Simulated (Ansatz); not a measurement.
Species: ammonia, NH3, charge 0, multiplicity 1. 
Coordinates optimised at B3LYP-D3(BJ)/def2-TZVP (Ansatz, an electronic-structure program):
SMILES: N
```xyz
4

N      0.0022    -0.0038     0.1116
H     -0.0020     0.9512    -0.2281
H      0.8095    -0.4644    -0.2929
H     -0.8232    -0.4600    -0.2599
```
Charge 0, spin multiplicity 1.

Atomisation energy built up term by term with Ansatz (kcal/mol; UHF references for open shells; valence terms freeze the core; atomic spin-orbit terms are left out). CBS marks a two-point X^-3 extrapolation of the correlation energy; Hartree-Fock from the larger set (for Q and 5 zeta extrapolated as (X+1)exp(-9√X)).

| term | basis | kcal/mol |
|---|---|---|
| Hartree-Fock | CBS(cc-pVQZ,cc-pV5Z) | ___ |
| CCSD correlation | CBS(cc-pVQZ,cc-pV5Z) | ___ |
| (T) | CBS(cc-pVQZ,cc-pV5Z) | 3.96 |
| CCSDT - CCSD(T) | cc-pVDZ | 0.09 |
| (Q) | cc-pVDZ | 0.19 |
| core correlation | cc-pwCVTZ | 0.71 |
| scalar relativity (X2C) | cc-pVTZ-DK against cc-pVTZ | -0.26 |
| sum: De |  | ___ |

### Question
What belongs in the gaps?

### Answer

- Hartree-Fock, kcal/mol: 201.01
- CCSD correlation, kcal/mol: 92.55
- sum: De, kcal/mol: 298.2
